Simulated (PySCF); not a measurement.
# BH₆NSi: electronic excitations and core binding energies

What electronic excitations and core binding energies should BH₆NSi (`NB[SiH3]`) show?

Programs: PySCF 2.14.0, with density-fitted response routines of our own. Each step states its level of theory. These are calculated values for one molecule in the gas phase, unless marked as measured. Atoms count from 0, in the outputs and in this text.

**1. The molecule as given**

9 atoms, charge 0, multiplicity 1; geometry from: GFN2-xTB.

Bonds of the start (Å): N0–B1 1.38, B1–Si2 1.96, N0–H3 1.01, N0–H4 1.01, B1–H5 1.18, Si2–H6 1.47, Si2–H7 1.48, Si2–H8 1.47.

**2. Ultraviolet spectrum: PBE0/def2-SVPD**

The job: settings as JSON, then the geometry in Å.

```
{"job": {"kind": "uv", "xc": "PBE0", "basis": "def2-SVPD", "nstates": 8, "ntriplets": 3}, "charge": 0, "multiplicity": 1}
N      1.560156    -0.269685    -0.270605
B      0.498182    -0.294548     0.611424
Si    -1.280889     0.305197     0.045424
H      2.496553    -0.564659    -0.040791
H      1.488880     0.047359    -1.224630
H      0.736156    -0.693370     1.694913
H     -2.328273    -0.727211     0.127847
H     -1.337515     0.763801    -1.358359
H     -1.819689     1.439110     0.816836
```

With the program's defaults for keys left out, this is: TDDFT PBE0/def2-SVPD, vertical, gas phase, core orbitals frozen in the response.

Started as:

```
OMP_NUM_THREADS=1 python probes_run.py task.json out
```

One launch serves the whole session: the jobs run in the order shown.

Standard output:

```text
coarse grid: 7496 points
cycle   1  E = -372.2855607372  dE = -6.672e-04  |g| = 2.946e-01  |ddm| = 3.554e+00
cycle   2  E = -372.2838612531  dE =  1.699e-03  |g| = 3.266e-01  |ddm| = 7.521e-01
cycle   3  E = -372.3079368844  dE = -2.408e-02  |g| = 5.658e-02  |ddm| = 3.495e-01
cycle   4  E = -372.3086980612  dE = -7.612e-04  |g| = 1.628e-02  |ddm| = 7.856e-02
cycle   5  E = -372.3087736356  dE = -7.557e-05  |g| = 2.773e-03  |ddm| = 2.848e-02
cycle   6  E = -372.3087768812  dE = -3.246e-06  |g| = 3.496e-04  |ddm| = 7.343e-03
final grid: 66360 points
cycle   7  E = -372.3514171106  dE = -1.256e-05  |g| = 5.405e-03  |ddm| = 3.871e-02
cycle   8  E = -372.3514108448  dE =  6.266e-06  |g| = 7.678e-03  |ddm| = 1.191e-02
cycle   9  E = -372.3514240216  dE = -1.318e-05  |g| = 6.175e-04  |ddm| = 6.306e-03
cycle  10  E = -372.3514241390  dE = -1.174e-07  |g| = 9.670e-05  |ddm| = 1.111e-03
cycle  11  E = -372.3514241418  dE = -2.825e-09  |g| = 1.249e-05  |ddm| = 2.022e-04
cycle  12  E = -372.3514241419  dE = -5.082e-11  |g| = 2.899e-06  |ddm| = 3.804e-05
converged SCF energy = -372.3514241419

Static polarisability (au): isotropic 53.682, principal 44.820 51.823 64.403

Singlet excitations
state   eV       nm        f      main configurations
  1   5.8829    210.8   0.00371   H->L 0.98
  2   7.2389    171.3   0.01164   H-2->L 0.97
  3   7.2747    170.4   0.01064   H->L+1 0.95
  4   7.3789    168.0   0.19766   H-1->L 0.84
  5   7.8233    158.5   0.01155   H-1->L+1 0.90
  6   7.9937    155.1   0.06414   H-3->L 0.84
  7   8.1776    151.6   0.03567   H->L+2 0.88
  8   8.4505    146.7   0.03171   H->L+3 0.48, H-2->L+1 0.33

Triplet excitations (Tamm-Dancoff, eV): 4.9938 5.6090 6.8201
```

Wall time 6.6 s (1 thread of Arm Neoverse V2, shared host); peak memory 0.46 GiB.

Frontier orbitals and where they lie:

```
orbital     eV                       atoms
 HOMO−3  -9.54  Si2 28 %, N0 22 %, H6 15 %
 HOMO−2  -9.18  Si2 41 %, H7 28 %, H8 11 %
 HOMO−1  -8.88  N0 44 %, Si2 17 %, B1 12 %
   HOMO  -8.16  B1 33 %, Si2 29 %, H5 12 %
   LUMO  -0.66  B1 39 %, Si2 22 %, N0 21 %
 LUMO+1   0.28  B1 38 %, H3 15 %, Si2 12 %
 LUMO+2   1.15  Si2 49 %, H7 17 %, B1 10 %
```

With each of the 8 states as a Gaussian band of 0.4 eV half-width at 1/e, the curve within the window shown has maxima at 211 nm (ε 150), 168 nm (ε 9,200) L/(mol cm). Beyond the last state computed it falls off for lack of states. The curve at chosen wavelengths:

nm, ε (L/mol/cm) and a bar:
```
      142        992 ###
      146       2496 ########
      149       3766 ############
      153       4951 ################
      157       5489 ##################
      161       6641 ######################
      164       8124 ##########################
      168       9246 ##############################
      172       7865 ##########################
      175       5684 ##################
      179       2869 #########
      183       1124 ####
      187        357 #
      190        141 
      194         58 
      198         64 
      202         98 
      205        124 
      209        147 
      213        148 
      216        134 
      220        105 
      224         73 
      228         45 
      231         30 
      235         16
```

Leading natural transition orbitals of singlet state 4: the hole lies on H6, H8 about 28 % each; N0 23 %; Si2 8 %; the particle on B1 46 %; H5 13 %; N0 11 %.

Leading natural transition orbitals of singlet state 1: the hole lies on B1 32 %; H5 24 %; Si2 20 %; the particle on B1 48 %; H5 14 %; N0 13 %.

Ground-state properties from the same run:

```
           property  computed
  dipole moment (D)      2.58
polarisability (Å³)      7.95
 HOMO–LUMO gap (eV)      7.50
      −ε(HOMO) (eV)      8.16
```

The fields below are evaluated on a grid from the run's orbitals.

Frontier orbitals at PBE0/def2-SVPD, with the share of their density that lies nearest to each atom:

```
orbital  energy (eV)                     lies on
   HOMO        -8.16  B1 34 %; Si2 22 %; H5 18 %
   LUMO        -0.66   B1 45 %; H5 12 %; N0 12 %
```

ELF in a plane through or near 7 of the atoms.

Values, 10 rows by 14 columns:
```
0.00 0.00 0.00 0.00 0.00 0.00 0.00 0.00 0.00 0.00 0.00 0.00 0.00 0.00
0.00 0.00 0.00 0.00 0.00 0.04 0.07 0.00 0.00 0.00 0.00 0.00 0.00 0.00
0.00 0.00 0.00 0.00 0.38 0.99 0.99 0.38 0.00 0.00 0.00 0.00 0.00 0.00
0.00 0.00 0.00 0.00 0.09 0.98 1.00 0.51 0.16 0.11 0.09 0.02 0.00 0.00
0.00 0.00 0.27 0.84 0.40 0.49 0.97 0.92 0.27 0.15 0.35 0.08 0.00 0.00
0.00 0.00 0.71 0.98 0.87 0.37 0.42 0.92 0.63 0.57 0.26 0.07 0.00 0.00
0.00 0.00 0.02 0.12 0.72 0.99 0.10 0.24 0.97 0.99 0.43 0.03 0.00 0.00
0.00 0.00 0.00 0.01 0.70 0.92 0.02 0.40 1.00 1.00 0.83 0.02 0.00 0.00
0.00 0.00 0.00 0.00 0.00 0.00 0.00 0.02 0.37 0.47 0.02 0.00 0.00 0.00
0.00 0.00 0.00 0.00 0.00 0.00 0.00 0.00 0.00 0.00 0.00 0.00 0.00 0.00
```
The map spans 10.3 Å across and 8.7 Å up, centred on the molecule. Atoms in the plane (x, y in Å): N0 (-1.6, -0.3), B1 (-0.5, 0.6), Si2 (1.3, 0.0), H3 (-2.6, 0.0), H4 (-1.5, -1.3), H5 (-0.8, 1.8), H7 (1.4, -1.5).

On the surface of density 0.002 e/bohr³ the electrostatic potential runs, from the 1st to the 99th percentile, from -0.34 to 1.95 V.

**3. Core-electron binding energies: SCAN, X2C**

The job, as its differences from that of step 2:

```diff
@@ -1,2 +1,2 @@
-{"job": {"kind": "uv", "xc": "PBE0", "basis": "def2-SVPD", "nstates": 8, "ntriplets": 3}, "charge": 0, "multiplicity": 1}
+{"job": {"kind": "xps"}, "charge": 0, "multiplicity": 1}
 N      1.560156    -0.269685    -0.270605
```

Method: delta-SCF UKS SCAN, pcX-2 on the ionised atom, pcseg-1 elsewhere, spin-free X2C.

Standard output:

```text
ground state, core basis on atom 0 (N), 107 functions
  cycle   1  E = -373.23180219  |g| = 3.77e-01
  cycle   2  E = -373.20567145  |g| = 5.29e-01
  cycle   3  E = -373.26484097  |g| = 9.69e-02
  cycle   4  E = -373.26729420  |g| = 2.43e-02
  cycle   5  E = -373.26746514  |g| = 5.67e-03
  cycle   6  E = -373.26747758  |g| = 9.74e-04
  cycle   7  E = -373.26747842  |g| = 2.88e-04
  E(ground) = -373.30043125 Eh
hole in N 1s of atom 0
  cycle   1  E = -357.66288273  |g| = 1.86e+00
  cycle   2  E = -357.06037252  |g| = 2.01e+00
  cycle   3  E = -358.31075991  |g| = 3.47e-01
  cycle   4  E = -358.35122584  |g| = 1.13e-01
  cycle   5  E = -358.36033793  |g| = 4.00e-02
  cycle   6  E = -358.36146407  |g| = 5.46e-03
  cycle   7  E = -358.36148488  |g| = 1.94e-03
  cycle   8  E = -358.36148889  |g| = 5.79e-04
  cycle   9  E = -358.36148867  |g| = 1.13e-04
  E(ion) = -358.39329813 Eh   <S^2> = 0.7641   hole on atom = 1.000   binding energy = 405.644 eV
ground state, core basis on atom 1 (B), 107 functions
  cycle   1  E = -373.24811780  |g| = 4.82e-02
  cycle   2  E = -373.24806343  |g| = 2.46e-02
  cycle   3  E = -373.24816303  |g| = 1.67e-02
  cycle   4  E = -373.24824248  |g| = 4.92e-03
  cycle   5  E = -373.24824783  |g| = 3.53e-04
  E(ground) = -373.28404781 Eh
hole in B 1s of atom 1
  cycle   1  E = -365.65253547  |g| = 1.17e+00
  cycle   2  E = -364.00246169  |g| = 1.78e+00
  cycle   3  E = -365.91383056  |g| = 4.49e-01
  cycle   4  E = -365.99748645  |g| = 3.71e-01
  cycle   5  E = -366.05837219  |g| = 1.18e-01
  cycle   6  E = -366.06533675  |g| = 1.25e-02
  cycle   7  E = -366.06555873  |g| = 8.07e-03
  cycle   8  E = -366.06569638  |g| = 4.83e-03
  cycle   9  E = -366.06578082  |g| = 2.90e-03
  cycle  10  E = -366.06581850  |g| = 1.73e-03
  cycle  11  E = -366.06582442  |g| = 5.25e-04
  cycle  12  E = -366.06582471  |g| = 2.53e-04
  E(ion) = -366.10215418 Eh   <S^2> = 0.8263   hole on atom = 1.000   binding energy = 195.429 eV
ground state, core basis on atom 2 (Si), 118 functions
  cycle   1  E = -373.34649673  |g| = 2.85e-01
  cycle   2  E = -373.34656735  |g| = 2.95e-02
  cycle   3  E = -373.34657000  |g| = 2.00e-02
  cycle   4  E = -373.34660975  |g| = 7.07e-03
  cycle   5  E = -373.34662104  |g| = 9.54e-04
  cycle   6  E = -373.34662262  |g| = 1.21e-04
  E(ground) = -373.33978873 Eh
hole in Si 1s of atom 2
  cycle   1  E = -304.45821220  |g| = 4.35e+00
  cycle   2  E = -304.76881359  |g| = 2.02e+00
  cycle   3  E = -305.28181416  |g| = 6.52e-01
  cycle   4  E = -305.41512585  |g| = 4.32e-01
  cycle   5  E = -305.50400646  |g| = 1.26e-01
  cycle   6  E = -305.51238726  |g| = 1.78e-02
  cycle   7  E = -305.51254925  |g| = 4.69e-03
  cycle   8  E = -305.51255925  |g| = 1.67e-03
  cycle   9  E = -305.51256232  |g| = 2.80e-04
  E(ion) = -305.51356533 Eh   <S^2> = 0.7523   hole on atom = 1.000   binding energy = 1845.646 eV
hole in Si 2p of atom 2
  cycle   1  E = -369.11496110  |g| = 1.23e+00
  cycle   2  E = -369.08116676  |g| = 9.97e-01
  cycle   3  E = -369.38092647  |g| = 3.14e-01
  cycle   4  E = -369.42306850  |g| = 1.46e-01
  cycle   5  E = -369.43278121  |g| = 2.97e-02
  cycle   6  E = -369.43330514  |g| = 5.84e-03
  cycle   7  E = -369.43332359  |g| = 1.80e-03
  cycle   8  E = -369.43332470  |g| = 4.03e-04
  E(ion) = -369.43820471 Eh   <S^2> = 0.7520   hole on atom = 1.002   binding energy = 106.168 eV
  2p3/2 = 105.983 eV   2p1/2 = 106.607 eV
```

It took 10 s on 1 thread of Arm Neoverse V2, shared host; peak memory 0.37 GiB.

Binding energies by hole, beside the orbital energy of the ground state; the difference holds orbital relaxation and, for a density functional, its self-interaction error:

```
       hole  stands for                environment  ΔSCF (eV; 2p as the shell's mean)  −ε (eV)   ⟨S²⟩
  N1s on N0          N0  nitrogen bonded to B, 2 H                             405.64    386.5  0.764
  B1s on B1          B1   boron bonded to N, Si, H                             195.43    179.8  0.826
Si1s on Si2         Si2   silicon bonded to B, 3 H                            1845.65   1792.3  0.752
Si2p on Si2         Si2   silicon bonded to B, 3 H                             106.19     95.3  0.752
```

With the spin-orbit splitting: Si2 2p3/2 105.98, 2p1/2 106.61 eV. The table gives each 2p level as the mean over the whole 2p shell (two parts 2p3/2, one part 2p1/2), which differs a little from the single hole in the log.

**4. What came out**

| quantity | value |
| --- | --- |
| lowest singlet (PBE0/def2-SVPD) | 5.88 eV (211 nm), f = 0.004 |
| brightest single state of those computed | state 4, 7.38 eV, f = 0.198 |
| lowest triplet | 4.99 eV |
| surface potential, 1st and 99th percentile | -0.34 V and 1.95 V |
| N1s binding energies, SCAN/pcX-2 | N0 405.64 eV |
| B1s binding energies, SCAN/pcX-2 | B1 195.43 eV |
| Si1s binding energies, SCAN/pcX-2 | Si2 1845.65 eV |
| Si2p binding energies, SCAN/pcX-2 | Si2 106.19 eV |

What this shows: The first singlet state (HOMO→LUMO 0.98) lies at 5.88 eV and is weak; of the 8 states computed, the strongest absorption comes from state 4 at 7.38 eV. The lowest triplet lies 0.89 eV below the lowest singlet (triplets in Tamm-Dancoff, singlets in full TDDFT). At PBE0/def2-SVPD, counted by nearest atom on the grid, the HOMO lies on B1 34 %; Si2 22 %, the LUMO on B1 45 %; H5 12 %.
